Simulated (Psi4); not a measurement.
# BH3F− (SMILES [H][B-]([H])([H])F): a first try and a second

Wanted: a single-point energy of BH3F−, DLPNO-MP2/6-31G* (density fitting, density fitting for correlation, Cartesian functions, pno convergence tight).

The results are computed with Psi4 1.11.

3 further runs of the same task are left out: 3 set aside as unsound or not needed.

### Step 1. The molecule

BH3F−: 5 atoms, total charge -1, spin state singlet. As SMILES, `[H][B-]([H])([H])F`. Geometry: relaxed at GFN2-xTB.

Bond lengths: B1–F2 1.447 Å, B1–H3 1.227 Å, B1–H4 1.228 Å, B1–H5 1.226 Å. Angles: F2–B1–H3 108.4°, F2–B1–H4 108.4°, F2–B1–H5 108.4°, H3–B1–H4 110.5°, H3–B1–H5 110.6°, H4–B1–H5 110.5°.

### Step 2. Try one

Contents of calc.py:

```python
import psi4

psi4.set_memory(1600000000)
psi4.set_num_threads(1)
psi4.set_output_file('output.dat', False)

mol = psi4.geometry("""
-1 1
B
F 1 1.446574
H 1 1.22655 2 108.38923
H 1 1.22791 3 110.50736 2 118.62289
H 1 1.22618 3 110.5727 4 122.69625
symmetry c1
""")

psi4.set_options({
    'basis': '6-31G*',
    'reference': 'rhf',
    'scf_type': 'df',
    'freeze_core': True,
    'pno_convergence': 'tight',
    'maxiter': 5,
})

E, wfn = psi4.energy('dlpno-mp2', return_wfn=True)
print('E =', round(E, 9))
```

Launch:

```
python calc.py
```

output.dat:

```text
Psi4 1.11 release

   => Loading Basis Set <=

    Name: 6-31G*
    Role: ORBITAL
    Keyword: BASIS

         ---------------------------------------------------------
                                   SCF
                              RHF Reference
                        1 Threads,   1525 MiB Core
         ---------------------------------------------------------

  ==> Geometry <==

    Molecular point group: c1
    Full point group: C1

    Geometry (in Angstrom), charge = -1, multiplicity = 1:

[... 74 lines left out ...]
  Minimum eigenvalue in the overlap matrix is 6.2055112636E-03.
  Reciprocal condition number of the overlap matrix is 1.1088199378E-03.
    Using symmetric orthogonalization.

  ==> Pre-Iterations <==

  SCF Guess: Superposition of Atomic Densities via on-the-fly atomic UHF (no occupation information).

   -------------------------
    Irrep   Nso     Nmo
   -------------------------
     A         36      36
   -------------------------
    Total      36      36
   -------------------------

  ==> Iterations <==

                           Total Energy        Delta E     RMS |[F,P]|

   @DF-RHF iter SAD:  -124.99782403266605   -1.24998e+02   0.00000e+00
   @DF-RHF iter   1:  -125.83605653851987   -8.38233e-01   8.80666e-03 ADIIS/DIIS
   @DF-RHF iter   2:  -125.87493498319290   -3.88784e-02   4.71774e-03 ADIIS/DIIS
   @DF-RHF iter   3:  -125.88334328808023   -8.40830e-03   6.00099e-04 ADIIS/DIIS
   @DF-RHF iter   4:  -125.88366191792532   -3.18630e-04   1.59605e-04 ADIIS/DIIS
   @DF-RHF iter   5:  -125.88369213549402   -3.02176e-05   2.11856e-05 DIIS

PsiException: Could not converge SCF iterations in 5 iterations.

  Failed to converge.
```

The script printed:

```text
Traceback (most recent call last):
  File "calc.py", line 26, in <module>
    E, wfn = psi4.energy('dlpno-mp2', return_wfn=True)
psi4.driver.p4util.exceptions.SCFConvergenceError: Could not converge SCF iterations in 5 iterations.
```

Run time: 2.4 s. Hardware: 1 thread of Intel Xeon Platinum 8259CL at 2.50GHz (Skylake/Cascade Lake), shared host; peak memory 0.18 GiB.

### Step 3. Reading the log

The iterations ended before the threshold was met.

The log says `psi4.driver.p4util.exceptions.SCFConvergenceError: Could not converge SCF iterations in 5 iterations.`. The fault: the iteration cap is too low for convergence. To mend it: iteration cap at its default in place of 5.

### Step 4. The mended input

Contents of bfh3.py:

```python
import psi4

psi4.set_memory('1600 MB')
psi4.set_num_threads(1)
psi4.core.set_output_file('output.dat', False)

geom = psi4.geometry("""
-1 1
B
F 1 1.446574
H 1 1.22655 2 108.38923
H 1 1.22791 3 110.50736 2 118.62289
H 1 1.22618 3 110.5727 4 122.69625
symmetry c1
""")

psi4.set_options({
    'basis': '6-31G*',
    'reference': 'rhf',
    'scf_type': 'df',
    'freeze_core': True,
    'pno_convergence': 'tight',
})

e = psi4.energy("dlpno-mp2")
print('E =', round(e, 9))
```

Launch:

```
python bfh3.py
```

output.dat:

```text
[...]
  Running in c1 symmetry.
[...]
  Nuclear repulsion =   30.296985243931267
[...]
  Multiplicity = 1
[...]
  Nalpha       = 9
  Nbeta        = 9
[...]
    Number of basis functions: 36
[...]
   @DF-RHF iter   1:  -125.83605653851987   -8.38233e-01   8.80666e-03 ADIIS/DIIS
[...]
    Orbital Energies [Eh]
    ---------------------
    Doubly Occupied:
       1A    -25.967445     2A     -7.321340     3A     -1.258465
       4A     -0.472240     5A     -0.356942     6A     -0.356886
       7A     -0.322352     8A     -0.170122     9A     -0.169807
[...]
  @DF-RHF Final Energy:  -125.88369279792343
   => Energetics <=
    Nuclear Repulsion Energy =             30.2969852439312675
    One-Electron Energy =                -239.5701592115761969
    Two-Electron Energy =                  83.3894811697215061
    Total Energy =                       -125.8836927979234304
[...]
 Multipole Moments:
 ------------------------------------------------------------------------------------
     Multipole            Electronic (a.u.)      Nuclear  (a.u.)        Total (a.u.)
 ------------------------------------------------------------------------------------
 L = 1.  Multiply by 2.5417464519 to convert [e a0] to [Debye]
 Dipole X            :          0.0045390           -0.0021919            0.0023471
 Dipole Y            :          0.0014714           -0.0007052            0.0007662
 Dipole Z            :          4.1049512           -3.1821769            0.9227743
 Magnitude           :                                                    0.9227776
[...]
  @LMP2 iter   5:  -0.267702794716 -5.417e-09  3.440e-07
[...]
```

Standard output:

```text
E = -126.151395648
```

Run time: 3.3 s. Hardware: 1 thread of Intel Xeon Platinum 8259CL at 2.50GHz (Skylake/Cascade Lake), shared host; peak memory 0.19 GiB.

### Step 5. Outcome

At DLPNO-MP2/6-31G* (density fitting, density fitting for correlation, Cartesian functions, pno convergence tight):

| quantity | value |
| --- | --- |
| total energy | -126.15140 Eh |
| HOMO energy (Hartree–Fock orbitals) | -4.62 eV |
| LUMO energy (Hartree–Fock orbitals) | 13.88 eV |
| HOMO–LUMO gap (to an unbound level, set by the basis) | 18.51 eV |
| correlation energy (2 core orbitals frozen) | -267.7 mEh |
